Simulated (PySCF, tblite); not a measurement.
**Si₂H₅O radical: geometry, infrared bands and EPR parameters**

Aim: predict the infrared bands and EPR parameters of Si₂H₅O radical (`[SiH2]O[SiH3]`).

Computed with tblite 0.8.0 and PySCF 2.14.0, with density-fitted response routines of our own, on a single molecule in the gas phase. Atoms count from 0, in the outputs and in this text.

## 1. The starting structure

8 atoms, charge 0, multiplicity 2; geometry from: force field or distance geometry start.

Bonds of the start (Å): Si0–O1 1.68, O1–Si2 1.66, Si0–H3 1.47, Si0–H4 1.48, Si2–H5 1.48, Si2–H6 1.49, Si2–H7 1.47.

## 2. Relaxing the molecule with GFN2-xTB

Job settings and geometry (Å):

```
{"job": {"kind": "relax", "xc": "GFN2-xTB", "basis": "xTB"}, "charge": 0, "multiplicity": 2}
Si     1.624900    -0.255100    -0.311800
O      0.185200    -0.815400     0.360500
Si    -1.215700     0.008100     0.009000
H      1.743400     1.206100    -0.404300
H      2.767000    -0.759100     0.479800
H     -1.832400     0.446000     1.285700
H     -2.192800    -0.967800    -0.540800
H     -1.070400     1.146700    -0.902600
```

Launch:

```sh
> OMP_NUM_THREADS=1 python probes_run.py task.json out
```

One launch serves the whole session: the jobs run in the order shown.

Output:

```text
step      E/eV     max force
  0    -274.93336    1.731
  1    -275.00555    1.326
  2    -275.09224    0.540
  3    -275.12083    0.553
  4    -275.16860    0.374
  5    -275.18076    0.456
  6    -275.19789    0.375
  7    -275.20419    0.278
  8    -275.21519    0.292
  9    -275.22988    0.462
 10    -275.25019    0.616
 11    -275.27058    0.592
 12    -275.28732    0.322
 13    -275.29288    0.222
 14    -275.29546    0.213
 15    -275.30272    0.302
 16    -275.31209    0.349
 17    -275.32446    0.458
 18    -275.33622    0.426
 19    -275.34785    0.269
 20    -275.35332    0.197
 21    -275.35702    0.187
 22    -275.36232    0.216
 23    -275.36460    0.271
 24    -275.36646    0.169
 25    -275.36779    0.082
 26    -275.36852    0.048
 27    -275.36902    0.046
 28    -275.36929    0.056
 29    -275.36974    0.059
 30    -275.37011    0.048
 31    -275.37039    0.038
 32    -275.37051    0.030
 33    -275.37057    0.022
 34    -275.37064    0.028
 35    -275.37078    0.036
 36    -275.37097    0.037
 37    -275.37113    0.030
 38    -275.37121    0.019
 39    -275.37124    0.018
 40    -275.37127    0.019
 41    -275.37132    0.019
 42    -275.37138    0.025
 43    -275.37143    0.022
 44    -275.37146    0.012
 45    -275.37148    0.009
```

Run time: 0.4 s. Hardware: 1 thread of Intel Xeon at 2.50GHz, shared host.

Step by step: (not every step is listed)

```
step  energy from step 0 (eV)  largest force (eV/Å)
   0                   0.0000                1.7313
   1                  -0.0722                1.3265
   2                  -0.1589                0.5401
   3                  -0.1875                0.5533
   4                  -0.2352                0.3743
   5                  -0.2474                0.4560
   6                  -0.2645                0.3747
   7                  -0.2708                0.2784
   8                  -0.2818                0.2922
  11                  -0.3372                0.5917
  14                  -0.3621                0.2126
  17                  -0.3911                0.4576
  20                  -0.4200                0.1971
  23                  -0.4312                0.2713
  26                  -0.4352                0.0482
  29                  -0.4364                0.0590
  32                  -0.4372                0.0298
  35                  -0.4374                0.0360
  38                  -0.4379                0.0185
  40                  -0.4379                0.0195
  41                  -0.4380                0.0190
  42                  -0.4380                0.0254
  43                  -0.4381                0.0218
  44                  -0.4381                0.0119
  45                  -0.4381                0.0091
```

Distances of close pairs at the start and the end, largest changes first:

```csv
bond,before (Å),after (Å),change (Å)
Si0–O1,1.685,1.623,-0.062
O1–Si2,1.663,1.616,-0.047
Si2–H6,1.486,1.460,-0.026
Si0–H4,1.478,1.456,-0.022
Si2–H5,1.484,1.463,-0.021
Si0–H3,1.469,1.456,-0.013
Si2–H7,1.466,1.461,-0.005
```

The next job starts from the end point, and lists it.

## 3. Harmonic vibrations with GFN2-xTB

Job settings and geometry (Å):

```
{"job": {"kind": "ir", "xc": "GFN2-xTB", "basis": "xTB"}, "charge": 0, "multiplicity": 2}
Si     1.839243    -0.248635    -0.309152
O      0.216993    -0.203186    -0.338382
Si    -1.349083     0.023573    -0.010606
H      2.328717     1.109705    -0.495970
H      2.242189    -0.911412     0.922680
H     -1.491256     0.262208     1.426050
H     -2.012589    -1.208676    -0.427788
H     -1.765157     1.185835    -0.791396
```

Output:

```text
mode    cm-1     km/mol
  1     -24.8      1.93
  2      58.6      2.03
  3      79.7      3.18
  4     552.7      1.04
  5     567.0     26.25
  6     599.5     95.80
  7     607.9     71.99
  8     636.8     98.32
  9     721.9    261.49
 10     772.3    225.88
 11     784.6    219.66
 12     825.5    365.54
 13    1110.5    549.35
 14    2244.4    344.61
 15    2269.0    283.92
 16    2284.6    131.22
 17    2296.9    675.66
 18    2300.9    128.21
```

Run time: 0.33 s. Hardware: 1 thread of Intel Xeon at 2.50GHz, shared host.

The strongest bands and the atoms that carry them (share of the mass-weighted mode):

```csv
cm⁻¹,km/mol,atoms
722,261.5,"H4 45 %, H3 44 %"
772,225.9,"H6 51 %, H7 41 %"
785,219.7,"H5 60 %, H7 22 %, H6 13 %"
826,365.5,"H6 28 %, H7 28 %, H5 27 %, Si2 13 %"
1110,549.4,O1 79 %
2244,344.6,H5 87 %
2269,283.9,"H7 52 %, H6 41 %"
2297,675.7,"H3 71 %, H4 22 %"
```

## 4. g tensor and hyperfine couplings: B3LYP/pcH-1

Settings changed since step 3:

```diff
@@ -1,2 +1,2 @@
-{"job": {"kind": "ir", "xc": "GFN2-xTB", "basis": "xTB"}, "charge": 0, "multiplicity": 2}
+{"job": {"kind": "epr", "basis": "pcH-1"}, "charge": 0, "multiplicity": 2}
 Si     1.839243    -0.248635    -0.309152
```

Method: UKS B3LYP, pcH-1 on H O Si, non-relativistic, mean-field spin-orbit, GIAO.

Output:

```text
UKS, coarse grid
  cycle   1  E = -657.13821063  |g| = 6.07e-01
  cycle   2  E = -656.73623024  |g| = 1.17e+00
  cycle   3  E = -657.25440083  |g| = 8.24e-02
  cycle   4  E = -657.25717706  |g| = 2.14e-02
  cycle   5  E = -657.25731181  |g| = 2.62e-03
  cycle   6  E = -657.25731482  |g| = 8.00e-04
UKS, final grid
  cycle   1  E = -657.25735355  |g| = 7.55e-04
  cycle   2  E = -657.25735339  |g| = 1.08e-03
  cycle   3  E = -657.25735377  |g| = 1.83e-04
  cycle   4  E = -657.25735378  |g| = 2.54e-05
  cycle   5  E = -657.25735378  |g| = 6.56e-06
E = -657.25735378 Eh   <S^2> = 0.7511 (exact 0.7500)
g shifts (ppm)      1          2          3
  rmc          -147       -147       -147
  gc             55         14         61
  oz_so        -797        -60       1967
  total        -889       -193       1880
hyperfine (MHz)  atom isotope    a_iso     a_fc   dipolar eigenvalues
    0  29Si    -589.13    -590.18   -157.72     78.65     79.07
    1   17O     -39.32     -39.24    -25.95     12.38     13.56
    2  29Si     -10.17     -10.19     -3.21      1.44      1.76
    3    1H      95.23      95.22     -8.81      0.76      8.05
    4    1H      92.20      92.20     -8.82      0.72      8.10
    5    1H       7.04       7.03     -1.36     -0.96      2.31
    6    1H       0.59       0.59     -1.33     -1.11      2.43
    7    1H      -0.48      -0.48     -1.24     -1.13      2.37
```

It took 31 s on 1 thread of Intel Xeon at 2.50GHz, shared host; peak memory 0.55 GiB.

Principal g values 2.00143, 2.00213, 2.00420; g(iso) = 2.00259, against 2.00232 for a free electron.

Mean a(iso) over the nuclei that a row names, and the largest dipolar term of the row (other rows stand at the frozen geometry):

| nuclei | isotope | a(iso) (MHz) | a(iso) (G, at g = 2.0023) | largest dipolar term (MHz) |
| --- | --- | --- | --- | --- |
| Si0 | 29Si | -589.1 | -210.2 | -157.7 |
| H3, H4 | 1H | 93.7 | 33.4 | -8.8 |
| O1 | 17O | -39.3 | -14.0 | -25.9 |
| Si2 | 29Si | -10.2 | -3.6 | -3.2 |
| H5, H6, H7 | 1H | 2.4 | 0.9 | 2.4 |

Mulliken spin populations:

```csv
atom,value (e)
Si0,0.88
O1,0.04
Si2,0.00
H3,0.04
H4,0.04
H5,0.01
H6,0.00
H7,0.00
```

In first order the couplings over 0.8 MHz of 1H give 12 distinct lines over 69.5 G, if the averaged nuclei exchange fast.

The fields below are evaluated on a grid from the run's orbitals.

ELF in a plane through or near 4 of the atoms.

Ten even steps from '0' (0.00) to '9' (1.00):
```
0000000000000000000000000000
0000000000000000000000000000
0000000000000000013210000000
0000026764000001699986100000
0000379997200001899999400000
0001799999300001999999720000
0001899999200100899999720000
0001699999214532699999300000
0000269853247874113674100000
0000013122178785576021000000
0000012133168785576022000000
0000259942247774011353100000
0000599999313532124553100000
0001799999300100012321000000
0000699999400000001100000000
0000369998300000000000000000
0000026765100000000000000000
0000000000000000000000000000
0000000000000000000000000000
0000000000000000000000000000
```
The map spans 9.8 Å across and 8.0 Å up, centred on the molecule. Atoms in the plane (x, y in Å): Si2 (1.4, 0.0), H3 (-2.3, 1.2), H4 (-2.3, -1.2), H7 (1.8, 1.4).

log10 of the density (e/Å³) in the same plane.

Ten even steps from '0' (-4.0) to '9' (1.8):
```
0000000000000000000000000000
0000000100000000111110000000
0000112221110011222221100000
0001223333221122333332210000
0012233443322123344443221000
0012345554433333455554321000
0123456665444444567754321100
0123456766555555667655321100
0123456666666766676654321100
0123445677667776898654331100
0123445677667776898654331100
0123456666666666666654331100
0123456766555555555554321100
0122446666544444444443321000
0012345555433223333333211000
0011233443322112222222110000
0001223333221111112111000000
0000112222110000000000000000
0000000110000000000000000000
0000000000000000000000000000
```
The map spans 9.8 Å across and 8.0 Å up, centred on the molecule. Atoms in the plane (x, y in Å): Si2 (1.4, 0.0), H3 (-2.3, 1.2), H4 (-2.3, -1.2), H7 (1.8, 1.4).

On the surface of density 0.002 e/bohr³ the electrostatic potential runs, from the 1st to the 99th percentile, from -0.35 V near O1 to 1.38 V near H5.

The spin density lies nearest to Si0 66 %; H3, H4 about 12 % each; O1 9 %.

## 5. Summary of results

| quantity | value |
| --- | --- |
| strongest single infrared mode (GFN2-xTB) | 2297 cm⁻¹, 676 km/mol |
| zero-point energy (GFN2-xTB) | 26.8 kcal/mol |
| g(iso) (B3LYP) | 2.00259 |
| ⟨S²⟩ | 0.751 (exact 0.75) |
| largest a(iso) (averaged by class) | 29Si on Si0, -589.1 MHz |
| surface potential, 1st and 99th percentile | -0.35 V and 1.38 V |

Relaxing lowered the energy by 0.438 eV in 45 steps; the close pair that moved most is Si0–O1, from 1.685 to 1.623 Å. The lowest mode is imaginary (25i cm⁻¹), so the xTB geometry is not a minimum. The strongest single mode, at 2297 cm⁻¹, moves mainly H3. GFN2-xTB is a fitted tight-binding method: band positions and strengths are rough. Its intensities can rank the bands wrongly. Si0 carries the largest spin population, 0.88 e. The isotropic g lies 0.3 ppt above the free-electron value.
